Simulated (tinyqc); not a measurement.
Inside a calculation. Method: RKS/PBE0 in the sto-3g basis, for H2F+, spin multiplicity 1. One step of it, computed by the program tinyqc.

Problem. Iteration 1: building the Kohn-Sham matrix. J_ij = sum D_kl (ij|kl), K_ij = sum D_kl (ik|jl); F = H + J - 0.125 K + V_xc; E = tr D H + tr D J / 2 - 0.0625 tr D K + E_xc + E_nn.

D at the start, order 1F 1s, 1F 2s, 1F 2px, 1F 2py, 1F 2pz, 2H 1s, 3H 1s:
$$\begin{pmatrix}
1.372234 & -0.273889 & 0.344501 & -0.209003 & -0.053939 & 0.201257 & -0.914167 \\
-0.273889 & 1.763773 & -0.292192 & -0.149514 & -0.265691 & 0.430794 & -0.184829 \\
0.344501 & -0.292192 & 1.805484 & 0.040000 & -0.107971 & 0.228210 & 0.485204 \\
-0.209003 & -0.149514 & 0.040000 & 2.076453 & -0.176966 & -0.105522 & 0.284491 \\
-0.053939 & -0.265691 & -0.107971 & -0.176966 & 1.747357 & 0.502226 & -0.306942 \\
0.201257 & 0.430794 & 0.228210 & -0.105522 & 0.502226 & 0.410519 & -0.265650 \\
-0.914167 & -0.184829 & 0.485204 & 0.284491 & -0.306942 & -0.265650 & 1.024335
\end{pmatrix}$$

core Hamiltonian H = T + V (hartree), order 1F 1s, 1F 2s, 1F 2px, 1F 2py, 1F 2pz, 2H 1s, 3H 1s:
$$\begin{pmatrix}
-40.932688 & -9.605686 & 0.000000 & 0.000000 & -0.011645 & -1.110343 & -1.110343 \\
-9.605686 & -11.409961 & 0.000000 & 0.000000 & -0.144509 & -2.696184 & -2.696184 \\
0.000000 & 0.000000 & -9.065288 & 0.000000 & 0.000000 & 0.000000 & 0.000000 \\
0.000000 & 0.000000 & 0.000000 & -9.141813 & 0.000000 & -1.473984 & 1.473984 \\
-0.011645 & -0.144509 & 0.000000 & 0.000000 & -9.114399 & -1.216039 & -1.216039 \\
-1.110343 & -2.696184 & 0.000000 & -1.473984 & -1.216039 & -4.776437 & -0.991683 \\
-1.110343 & -2.696184 & 0.000000 & 1.473984 & -1.216039 & -0.991683 & -4.776437
\end{pmatrix}$$

Two-electron integrals (ij|kl) in chemists' order, unique and non-zero (hartree):
```
(11|11) 5.403501    (21|11) 0.841920    (21|21) 0.156299    (22|11) 1.268028
(22|21) 0.292344    (22|22) 0.926167    (31|31) 0.027998    (32|31) 0.043169
(32|32) 0.204588    (33|11) 1.264502    (33|21) 0.292403    (33|22) 0.925959
(33|33) 0.997514    (41|41) 0.027998    (42|41) 0.043169    (42|42) 0.204588
(43|43) 0.053770    (44|11) 1.264502    (44|21) 0.292403    (44|22) 0.925959
(44|33) 0.889973    (44|44) 0.997514    (51|51) 0.027998    (52|51) 0.043169
(52|52) 0.204588    (53|53) 0.053770    (54|54) 0.053770    (55|11) 1.264502
(55|21) 0.292403    (55|22) 0.925959    (55|33) 0.889973    (55|44) 0.889973
(55|55) 0.997514    (61|11) 0.097677    (61|21) 0.017993    (61|22) 0.033483
(61|33) 0.033432    (61|41) 0.000566    (61|42) 0.001068    (61|44) 0.033529
(61|51) 0.000454    (61|52) 0.000856    (61|54) 0.000078    (61|55) 0.033494
(61|61) 0.002092    (62|11) 0.264481    (62|21) 0.061869    (62|22) 0.220747
(62|33) 0.217429    (62|41) 0.003284    (62|42) 0.026375    (62|44) 0.223357
(62|51) 0.002631    (62|52) 0.021129    (62|54) 0.004749    (62|55) 0.221234
(62|61) 0.007235    (62|62) 0.066518    (63|31) 0.006267    (63|32) 0.037933
(63|43) 0.005453    (63|53) 0.004368    (63|63) 0.009556    (64|11) 0.146049
(64|21) 0.034585    (64|22) 0.132111    (64|33) 0.126589    (64|41) 0.007866
(64|42) 0.052781    (64|44) 0.140849    (64|51) 0.001280    (64|52) 0.011895
(64|54) 0.007056    (64|55) 0.128742    (64|61) 0.004201    (64|62) 0.048920
(64|64) 0.045297    (65|11) 0.116999    (65|21) 0.027706    (65|22) 0.105834
(65|33) 0.101410    (65|41) 0.001280    (65|42) 0.011895    (65|44) 0.104098
(65|51) 0.007293    (65|52) 0.047462    (65|54) 0.007606    (65|55) 0.111872
(65|61) 0.003365    (65|62) 0.039189    (65|64) 0.028632    (65|65) 0.032493
(66|11) 0.446385    (66|21) 0.106105    (66|22) 0.437663    (66|33) 0.423717
(66|41) 0.006555    (66|42) 0.075235    (66|44) 0.448939    (66|51) 0.005251
(66|52) 0.060271    (66|54) 0.020205    (66|55) 0.439904    (66|61) 0.012464
(66|62) 0.174970    (66|64) 0.149976    (66|65) 0.120146    (66|66) 0.774606
(71|11) 0.097677    (71|21) 0.017993    (71|22) 0.033483    (71|33) 0.033432
(71|41) -0.000566   (71|42) -0.001068   (71|44) 0.033529    (71|51) 0.000454
(71|52) 0.000856    (71|54) -0.000078   (71|55) 0.033494    (71|61) 0.002068
(71|62) 0.007056    (71|64) 0.003787    (71|65) 0.003285    (71|66) 0.012093
(71|71) 0.002092    (72|11) 0.264481    (72|21) 0.061869    (72|22) 0.220747
(72|33) 0.217429    (72|41) -0.003284   (72|42) -0.026375   (72|44) 0.223357
(72|51) 0.002631    (72|52) 0.021129    (72|54) -0.004749   (72|55) 0.221234
(72|61) 0.007056    (72|62) 0.054374    (72|64) 0.027606    (72|65) 0.031092
(72|66) 0.116435    (72|71) 0.007235    (72|72) 0.066518    (73|31) 0.006267
(73|32) 0.037933    (73|43) -0.005453   (73|53) 0.004368    (73|63) 0.007556
(73|73) 0.009556    (74|11) -0.146049   (74|21) -0.034585   (74|22) -0.132111
(74|33) -0.126589   (74|41) 0.007866    (74|42) 0.052781    (74|44) -0.140849
(74|51) -0.001280   (74|52) -0.011895   (74|54) 0.007056    (74|55) -0.128742
(74|61) -0.003787   (74|62) -0.027606   (74|64) -0.006761   (74|65) -0.015503
(74|66) -0.054587   (74|71) -0.004201   (74|72) -0.048920   (74|74) 0.045297
(75|11) 0.116999    (75|21) 0.027706    (75|22) 0.105834    (75|33) 0.101410
(75|41) -0.001280   (75|42) -0.011895   (75|44) 0.104098    (75|51) 0.007293
(75|52) 0.047462    (75|54) -0.007606   (75|55) 0.111872    (75|61) 0.003285
(75|62) 0.031092    (75|64) 0.015503    (75|65) 0.025140    (75|66) 0.073424
(75|71) 0.003365    (75|72) 0.039189    (75|74) -0.028632   (75|75) 0.032493
(76|11) 0.088697    (76|21) 0.020988    (76|22) 0.082963    (76|33) 0.081235
(76|44) 0.082594    (76|51) 0.001339    (76|52) 0.013540    (76|55) 0.084972
(76|61) 0.002434    (76|62) 0.025957    (76|64) 0.016794    (76|65) 0.017513
(76|66) 0.078117    (76|71) 0.002434    (76|72) 0.025957    (76|74) -0.016794
(76|75) 0.017513    (76|76) 0.013456    (77|11) 0.446385    (77|21) 0.106105
(77|22) 0.437663    (77|33) 0.423717    (77|41) -0.006555   (77|42) -0.075235
(77|44) 0.448939    (77|51) 0.005251    (77|52) 0.060271    (77|54) -0.020205
(77|55) 0.439904    (77|61) 0.012093    (77|62) 0.116435    (77|64) 0.054587
(77|65) 0.073424    (77|66) 0.288861    (77|71) 0.012464    (77|72) 0.174970
(77|74) -0.149976   (77|75) 0.120146    (77|76) 0.078117    (77|77) 0.774606
```

nuclear repulsion = 8.45991824 hartree

V_xc (hartree), order 1F 1s, 1F 2s, 1F 2px, 1F 2py, 1F 2pz, 2H 1s, 3H 1s:
$$\begin{pmatrix}
-2.328820 & -0.333670 & -0.005095 & 0.005413 & 0.004078 & -0.038796 & -0.039028 \\
-0.333670 & -0.707024 & 0.005955 & 0.004876 & 0.010018 & -0.154658 & -0.155425 \\
-0.005095 & 0.005955 & -0.698640 & -0.000445 & 0.002293 & 0.000688 & 0.000412 \\
0.005413 & 0.004876 & -0.000445 & -0.710212 & 0.002285 & -0.090519 & 0.092891 \\
0.004078 & 0.010018 & 0.002293 & 0.002285 & -0.700145 & -0.072041 & -0.072592 \\
-0.038796 & -0.154658 & 0.000688 & -0.090519 & -0.072041 & -0.304581 & -0.051827 \\
-0.039028 & -0.155425 & 0.000412 & 0.092891 & -0.072592 & -0.051827 & -0.344083
\end{pmatrix}$$

E_xc = sum of w rho eps_xc = -6.72304510 hartree

Give: Coulomb J; exchange K; Kohn-Sham matrix F; total energy of this density.

Solution.

Coulomb J (hartree), order 1F 1s, 1F 2s, 1F 2px, 1F 2py, 1F 2pz, 2H 1s, 3H 1s:
$$\begin{pmatrix}
16.8244 & 3.3611 & 0.0030 & -0.0184 & -0.0166 & 0.3859 & 0.3867 \\
3.3611 & 9.0090 & -0.0357 & -0.0524 & -0.0157 & 2.1376 & 2.1594 \\
0.0030 & -0.0357 & 8.9773 & 0.0015 & -0.0054 & -0.0067 & -0.0065 \\
-0.0184 & -0.0524 & 0.0015 & 9.0346 & -0.0106 & 1.2735 & -1.3130 \\
-0.0166 & -0.0157 & -0.0054 & -0.0106 & 8.9964 & 1.0292 & 1.0447 \\
0.3859 & 2.1376 & -0.0067 & 1.2735 & 1.0292 & 4.4032 & 0.8238 \\
0.3867 & 2.1594 & -0.0065 & -1.3130 & 1.0447 & 0.8238 & 4.5834
\end{pmatrix}$$

exchange K (hartree), order 1F 1s, 1F 2s, 1F 2px, 1F 2py, 1F 2pz, 2H 1s, 3H 1s:
$$\begin{pmatrix}
7.2582 & 1.3515 & 0.3755 & -0.1289 & -0.2251 & 0.2126 & -0.1651 \\
1.3515 & 2.9142 & -0.0326 & -0.0665 & -0.2232 & 0.8589 & 0.6286 \\
0.3755 & -0.0326 & 2.3991 & 0.0038 & -0.0264 & 0.0749 & 0.1528 \\
-0.1289 & -0.0665 & 0.0038 & 2.6142 & -0.0369 & 0.4049 & -0.3828 \\
-0.2251 & -0.2232 & -0.0264 & -0.0369 & 2.4113 & 0.4324 & 0.2063 \\
0.2126 & 0.8589 & 0.0749 & 0.4049 & 0.4324 & 0.7564 & 0.2105 \\
-0.1651 & 0.6286 & 0.1528 & -0.3828 & 0.2063 & 0.2105 & 0.8450
\end{pmatrix}$$

Kohn-Sham matrix F (hartree), order 1F 1s, 1F 2s, 1F 2px, 1F 2py, 1F 2pz, 2H 1s, 3H 1s:
$$\begin{pmatrix}
-27.3443 & -6.7472 & -0.0490 & 0.0031 & 0.0039 & -0.7898 & -0.7420 \\
-6.7472 & -3.4723 & -0.0257 & -0.0392 & -0.1222 & -0.8206 & -0.7708 \\
-0.0490 & -0.0257 & -1.0866 & 0.0006 & 0.0002 & -0.0153 & -0.0252 \\
0.0031 & -0.0392 & 0.0006 & -1.1442 & -0.0037 & -0.3416 & 0.3017 \\
0.0039 & -0.1222 & 0.0002 & -0.0037 & -1.1195 & -0.3130 & -0.2698 \\
-0.7898 & -0.8206 & -0.0153 & -0.3416 & -0.3130 & -0.7724 & -0.2460 \\
-0.7420 & -0.7708 & -0.0252 & 0.3017 & -0.2698 & -0.2460 & -0.6427
\end{pmatrix}$$

total energy of this density = -80.920424 hartree
